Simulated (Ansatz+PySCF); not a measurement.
The numbers below are computed, except where a source is named.
## PySCF 2.14.0 run

```python
from pyscf import gto, scf, cc

mol = gto.M(atom="""
Li 0.000000 0.000000 -0.519300
H 0.000000 0.000000 1.557900
""", basis='6-31g', charge=0, spin=0)
mf = scf.UHF(mol)
mf.kernel()
mycc = cc.CCSD(mf, frozen=None).run()
et = mycc.ccsd_t()
print(mf.e_tot, mycc.e_corr, et, mycc.e_tot + et)
```

The script is written out from the run's settings.

Results

```
Converged               : yes
Reference energy        : -7.96487 hartree
CCSD correlation energy : -0.02351 hartree
Triples correction      : -0.00001 hartree
Total energy            : -7.98839 hartree
```

Caution: bonds are stretched, where a single reference can fail.
